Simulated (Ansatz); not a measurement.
**H3O (doublet): wave-function methods side by side at distance H1–H2 along a hydrogen transfer = 1.239 Å, 6-31G**

How much of the correlation energy of H3O (doublet) does each wave-function method recover here?

Program: Ansatz 0.2.0, Gaussian basis. Level of theory: 6-31G, core rule «outside noble gas», up to 1 orbitals frozen. These are calculated values, not measurements.

Plan: UHF; CCSD(T) on ROHF; CCSD(T) on UHF; BCCD(T) on ROHF; CISD; CCSDT(Q) on ROHF; CCSDT(Q) on UHF; CISDTQ; CCSDTQ on ROHF; CCSDTQ on UHF; CASSCF and MRCISD+Q, 3 electrons in 3 orbitals; CASSCF and NEVPT2, 3 electrons in 3 orbitals; CASSCF and MRCISD+Q, 9 electrons in 7 orbitals; CASSCF and NEVPT4(SD), 9 electrons in 7 orbitals; CASSCF and NEVPT2, 9 electrons in 7 orbitals; Full CI.

6 further runs of the same task are left out: 6 that didn't finish.

## Step 1: What is computed

The geometry derives from fragments relaxed apart (PBE0/def2-TZVP) and kept rigid, so it is no stationary point. A hydrogen atom is moved between rigid fragments.

4 atoms, charge 0, spin multiplicity 2.

Atoms are counted from 1 here; the program's logs count them from 0.

Bond lengths: H2–O3 0.990 Å, O3–H4 0.973 Å. Angles: H2–O3–H4 105.0°.

Coordinates:

```xyz
4
charge 0, multiplicity 2
H    -2.07179    0.04980    0.00000
H    -0.83279    0.04980    0.00000
O     0.15721    0.04980    0.00000
H     0.40907   -0.89015    0.00000
```

## Step 2: UHF

File in.yaml:

```yaml
crystal:
  periodic: [false, false, false]
  atoms:
    - {symbol: H, position_ang: [-2.071787, 0.049803, 0.000000]}
    - {symbol: H, position_ang: [-0.832787, 0.049803, 0.000000]}
    - {symbol: O, position_ang: [0.157213, 0.049803, 0.000000]}
    - {symbol: H, position_ang: [0.409072, -0.890147, 0.000000]}
basis:
  gaussian: {orbitals: 6-31G}
magnetization: {spin_polarized: true, initial_magnetization: 1}
hamiltonian: {xc: hf}
output: {orbitals: {seedname: orbitals}}
```

On the command line:

```sh
ansatz run in.yaml --threads 1 --pin off --events-out ev --progress --plain --max-ram 2393MiB
```

After this run come: CCSD(T) on ROHF; CCSD(T) on UHF; BCCD(T) on ROHF; CISD; CCSDT(Q) on ROHF; CCSDT(Q) on UHF; CISDTQ; CCSDTQ on ROHF; CCSDTQ on UHF; CASSCF and MRCISD+Q, 3 electrons in 3 orbitals; CASSCF and NEVPT2, 3 electrons in 3 orbitals; CASSCF and MRCISD+Q, 9 electrons in 7 orbitals; CASSCF and NEVPT4(SD), 9 electrons in 7 orbitals; CASSCF and NEVPT2, 9 electrons in 7 orbitals; Full CI.

Before running them: what should the planned runs give, taken together? Wanted: FCI below the RHF energy; RMP2 from FCI; UMP2 from FCI; RCCSD from FCI; RCCSD(T) from FCI; UCCSD(T) from FCI; RCCSDT(Q) from FCI; UCCSDT(Q) from FCI; NEVPT2 pair from FCI.

**Answer**, as computed:

```
                         quantity                                                                                                          value
         FCI below the RHF energy                                                                                                     -3.8587 eV
                    RMP2 from FCI                                                                                                     +251.3 meV
                    UMP2 from FCI                                                                                                     +249.1 meV
                   RCCSD from FCI                                                                                                      +48.9 meV
                RCCSD(T) from FCI                                                                                                      +16.5 meV
                UCCSD(T) from FCI                                                                                                      +16.0 meV
               RCCSDT(Q) from FCI                                                                                                       -0.5 meV
               UCCSDT(Q) from FCI                                                                                                       -0.5 meV
             NEVPT2 pair from FCI                                                                                                     +164.3 meV
          NEVPT2 valence from FCI                                                                                                     +304.3 meV
      NEVPT4(SD) valence from FCI                                                                                                      +56.6 meV
levels within 1 kcal/mol (43 meV)  RCCSD(T), UCCSD(T), BCCD(T), RCCSDT, UCCSDT, CISDTQ, RCCSDT(Q), UCCSDT(Q), RCCSDTQ, UCCSDTQ, MRCISD+Q valence
                    T1 diagnostic                                                                                                          0.017
   effectively unpaired electrons                                                                                                           1.02
```

RCCSD(T) lands +16.5 meV from the yardstick (0.4 % of the correlation energy). One determinant dominates. Of the multireference levels listed MRCISD+Q valence comes nearest in total energy (+27.0 meV), which doesn't show that its space is the better one. These misses are within one basis, not against nature; the frozen cores of restricted and unrestricted runs differ, which can shift their rows.
